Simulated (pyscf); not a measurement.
A first-order saddle from PySCF, ωB97X-D3(BJ)/def2-SVP:

```xyz
7

F      0.2075     1.3297    -0.1556
Si     0.9987    -0.4504     0.0778
F      2.2603     0.1671     0.8939
F      1.2226    -2.0583     0.2891
O     -0.3665    -0.2421     1.2328
H     -0.3526     0.8514     0.7551
H     -0.2218    -0.4235     2.1720
```
Charge 0, spin multiplicity 2.

Surface: doublet, charge 0. Lowest wavenumbers (cm⁻¹): 813i, 144, 233, 301, 351.

**Question.** What reaction is this the transition state of?

**Answer.** F–Si•(F)–F + water (H₂O) <-> hydrogen fluoride (HF) + HO–Si•(F)–F, a four-centre exchange read from left to right: F–Si, H–O broken and F–H, O–Si formed. At ωB97M-D3(BJ)/def2-TZVP it lies +75.1 kJ/mol from the left side and +41.5 kJ/mol from the right (each side as separated species at their lowest minima found). On the product side the descent ends in a complex, 17.2 kJ/mol under the separated species and 62.4 kJ/mol under the saddle at ωB97X-D3(BJ)/def2-TZVP. This is the saddle that the search found; another between the same sides may lie lower.
